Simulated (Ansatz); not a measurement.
# BiSeBr (Pnma, No. 62; cell taken from a computed entry)

Level of theory: HSE06 (PAW; Ansatz, a first-principles code).

Run with plane-wave cutoff 460 eV, 4×6×2 k mesh (along the axes of the cell as run), Fermi–Dirac smearing 0.01 eV, scalar-relativistic PAW data made under PBE.

Cell (relaxed with PBEsol):

Space group Pnma (No. 62); a = 8.022 Å, b = 4.068 Å, c = 10.867 Å, α = β = γ = 90.00°

```
atom  site  symmetry       x       y       z
----  ----  --------  ------  ------  ------
Bi      4c       .m.  0.3691  0.2500  0.3695
Se      4c       .m.  0.1908  0.2500  0.0448
Br      4c       .m.  0.0318  0.7500  0.3018
```

```
Item                                          Result
-------------------------------------------  -------
band gap                                     2.29 eV
smallest direct gap on the k points sampled  2.36 eV
Γ–Γ gap                                      2.46 eV
```

Measured, for comparison: band gap 1.5 eV (temperature not stated, the source names no phase, not corrected to a static lattice, literature value quoted in the introduction; as tabulated in Shi et al. (2016), doi:10.1103/physrevb.93.104108).

Note: cell and atoms aren't relaxed at this level (largest force component 0.20 eV/Å, pressure 1.0 GPa); this cell isn't known to be the ambient phase, and symmetry holds it in the calculation.

Spin–orbit coupling is not included; with these elements it can move the gap by several tenths of an eV or more.

Static lattice: no zero-point or thermal effects.

The result took about 50 core-minutes (a rough figure).
